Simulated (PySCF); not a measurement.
**SN⁺: energy against distance**

Set-up: PySCF, no relativity, basis sets S aug-pcseg-1, N aug-pcseg-1. Energies in eV from S⁺ + N in their ground configurations at the same level. State: ¹Σ⁺ (singlet), closed shell.

Curves on a restricted Hartree–Fock reference rise too fast on stretching and do not dissociate correctly.

```csv
R (Å),PBE,RHF-CCSD,RHF,HSE06
1.235,-3.845,,0.723,-3.290
1.292,-5.341,-3.559,-0.532,-4.699
1.350,-6.218,-4.407,-1.145,-5.484
1.393,-6.572,-4.736,-1.287,-5.766
1.436,-6.729,-4.864,-1.221,-5.848
1.479,-6.732,-4.837,-0.994,-5.775
1.536,-6.557,-4.622,-0.505,-5.497
1.608,-6.141,-4.159,0.312,-4.952
1.694,-5.467,-3.439,1.469,-4.124
1.809,-4.437,,3.126,-2.894
```

Question: Put a parabola through the three lowest points of the PBE curve and estimate Re, k and ωe (reduced mass 9.738 u; 1 eV/Å² = 0.16022 mdyn/Å; ωe = 1302.8·√(k/μ) cm⁻¹).

Answer: Through R = 1.436, 1.479, 1.536 Å the second-order coefficient is 31.4 eV/Å², so Re ≈ 1.459 Å, k ≈ 10.1 mdyn/Å and ωe ≈ 1324 cm⁻¹. A polynomial fit of higher order to the unrounded PBE energies gives Re = 1.458 Å, k = 11.6 mdyn/Å, ωe = 1419 cm⁻¹; anharmonicity and rounding make the difference.

The higher-order fit for each curve: PBE: Re = 1.458 Å, ωe = 1419 cm⁻¹, De = 6.75 eV; RHF-CCSD: Re = 1.449 Å, ωe = 1465 cm⁻¹, De = 4.87 eV; RHF: Re = 1.399 Å, ωe = 1732 cm⁻¹, De = 1.29 eV; HSE06: Re = 1.435 Å, ωe = 1527 cm⁻¹, De = 5.85 eV.

Correlated steps freeze 6 core orbitals. Correlated levels converge slowly with the basis: in double zeta they bind strong bonds too weakly, by up to about 1 eV, and carry superposition errors of some tenths. For an ion De counts to the pair picked by the measured ionisation energies or electron affinities, which need not be the lowest pair at this level. Where the molecule has an RHF reference, its open-shell atoms are computed with UHF.
